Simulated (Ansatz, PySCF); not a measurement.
Species: thioethanol, C2H6S, net charge 0, singlet state. SMILES: CCS
Coordinates optimised at B3LYP-D3(BJ)/def2-TZVP (Ansatz, an electronic-structure program):
```xyz
9

C      1.5260     0.6696    -0.0051
C      0.0131     0.8318     0.0111
S     -0.7684    -0.8280    -0.0040
H     -2.0453    -0.4120     0.0134
H     -0.3062     1.3641     0.9064
H     -0.3226     1.3880    -0.8635
H      2.0088     1.6484     0.0036
H      1.8712     0.1133     0.8677
H      1.8548     0.1370    -0.8989
```
Charge 0, spin multiplicity 1.

Harmonic wavenumbers (cm⁻¹) at B3LYP/6-31G* (Ansatz, at its own minimum) and at B3LYP-D3(BJ)/def2-TZVP (PySCF, at the structure above). 6-31G* holds six Cartesian d functions. Modes are numbered in rising order, 21 in all, and paired by that order; shown are modes over 250 cm⁻¹ that lie over 6 % from every other mode at both levels, one of each degenerate set, at most eight drawn at random. The second level is harmonic too, so this factor is not the one that brings values to measured fundamentals.

```
mode  B3LYP/6-31G* (x)  B3LYP-D3(BJ)/def2-TZVP (y)
----  ----------------  --------------------------
2                  258                         252
3                  302                         305
5                  800                         795
6                  868                         864
16                2675                        2671
```

Fit one scale factor, y = λ·x, by least squares, and use it for mode 4, which lies at 664 cm⁻¹ at B3LYP/6-31G*.

λ = Σxy/Σx² = 8688003/8706817 = 0.9978; the rows scatter about it by 4 cm⁻¹ (root mean square). Prediction for mode 4: 663 cm⁻¹. The wavenumber at B3LYP-D3(BJ)/def2-TZVP is 665 cm⁻¹, so the fit misses by -2 cm⁻¹, against -1 cm⁻¹ without it. The fit is meant for this molecule alone.
